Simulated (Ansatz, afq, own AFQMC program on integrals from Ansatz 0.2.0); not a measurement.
# Si, triplet: AFQMC among the cluster methods

A free Si atom.

Basis aug-cc-pVDZ. Only valence electrons are correlated. Ansatz 0.2.0 and our own AFQMC program on the same integrals; the CISD trial comes from CCSD amplitudes, and released means the phaseless constraint is let go. Free AFQMC starts from the CCSD state and is never constrained. Its projection time is finite, and what remains of the start isn't in its error. ± is one standard error of the sampling.

Determinant: UHF, the one that the program's search chose, which needn't be the lowest solution.

Full CI on the same integrals is exact in this basis and with this determinant's frozen core.

* T1 diagnostic: 0.0105
* weight of the determinant in the CISD state: 0.933
* ⟨S²⟩ of the determinant: 2.014
* size of the correlated space: 4 electrons in 22 orbitals

Reference: full CI, correlation energy -1.848 eV. The released energy is read at 1.50 1/Eh (meV from the phaseless value at times in 1/Eh: -1.5 ± 1.4 at 0.24, -1.3 ± 0.5 at 0.50, -1.7 ± 0.5 at 1.00, -2.2 ± 0.9 at 1.50).

```json
{"level": "HF", "E − E(reference) (mEh)": "67.92", "share of correlation (%)": "0.00"}
{"level": "MP2", "E − E(reference) (mEh)": "21.39", "share of correlation (%)": "68.51"}
{"level": "CCSD", "E − E(reference) (mEh)": "1.84", "share of correlation (%)": "97.29"}
{"level": "CCSD(T)", "E − E(reference) (mEh)": "0.55", "share of correlation (%)": "99.19"}
{"level": "CCSDT", "E − E(reference) (mEh)": "0.06", "share of correlation (%)": "99.91"}
{"level": "CCSDT(Q)", "E − E(reference) (mEh)": "0.02", "share of correlation (%)": "99.97"}
{"level": "ph-AFQMC/HF", "E − E(reference) (mEh)": "3.03 ± 0.36", "share of correlation (%)": "95.54"}
{"level": "ph-AFQMC/CISD", "E − E(reference) (mEh)": "0.14 ± 0.02", "share of correlation (%)": "99.80"}
{"level": "released AFQMC", "E − E(reference) (mEh)": "0.06 ± 0.03", "share of correlation (%)": "99.92"}
{"level": "free AFQMC", "E − E(reference) (mEh)": "0.01 ± 0.02", "share of correlation (%)": "99.99"}
```

CCSDT and higher add their correlation energy to the determinant of the CCSD(T) run, since their own runs factorise the integrals more tightly (a shift of under 2 meV). Free projections are given only where their last times agree within the noise and don't stop above the reference; a slow remainder of the start can still hide under it. A walk keeps the symmetry of its determinant, which the program's search chose and which needn't be the lowest solution, so a lower state of the same spin and another symmetry isn't excluded. Released energies are given only where the last usable release times agree within the noise; a slower fall can still hide under it.
